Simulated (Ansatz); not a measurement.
Ansatz (a program for electronic structure) job for Na(Cl) anion (ClNa), SMILES [Na][Cl] (connectivity only; charge and spin as stated), charge -1, multiplicity 2, PBE/def2-TZVPD. The structure is a stationary point at PBE-D3(BJ)/def2-TZVPD. The multiplicity is an assumed one; other spin states were not compared.

Ansatz 0.2 input:
```yaml
crystal:
  periodic: [false, false, false]
  atoms:
    - {symbol: Na, position_ang: [0.00000000, 0.00000000, -1.53100720]}
    - {symbol: Cl, position_ang: [0.00000000, 0.00000000, 0.99065172]}
basis:
  gaussian:
    orbitals: def2-TZVPD
hamiltonian:
  xc: {name: PBE}
total_charge: -1
magnetization: {spin_polarized: true, initial_magnetization: 1}
```

Program output:

```
WARN ansatz: RAYON_NUM_THREADS=1 ignored (pool sized by the plan → 1); use --threads N
Functional definition: PBE
integrals: 0.02 GiB planned
598 factors; their error is unknown
mean field: 0.21 GiB planned
mean field evaluation 1: about -16903.8301 eV, gradient 5.7e1 eV
mean field evaluation 2: about -16883.8447 eV, gradient 9.1e1 eV
mean field evaluation 4: about -16933.5946 eV, gradient 2.0e0 eV
mean field evaluation 8: about -16933.6651 eV, gradient 1.3e-1 eV
mean field evaluation 16: about -16933.6539 eV, gradient 3.2e-5 eV
mean field evaluation 32: about -16932.6726 eV, gradient 1.1e-1 eV
mean field -16933.65392950 eV, -622.3003038664 hartree, gradient 3.2e-5 eV, S^2 0.750089; 6 other end points of the search recorded, 0 dependent functions left out
reference -16933.65398966 eV, -622.3003060771 hartree; 15, 14 occupied and 66, 67 virtual orbitals, 598 factors
Total energy: -16933.65398966 eV, -622.3003060771 hartree
```

Self-consistency was reached.
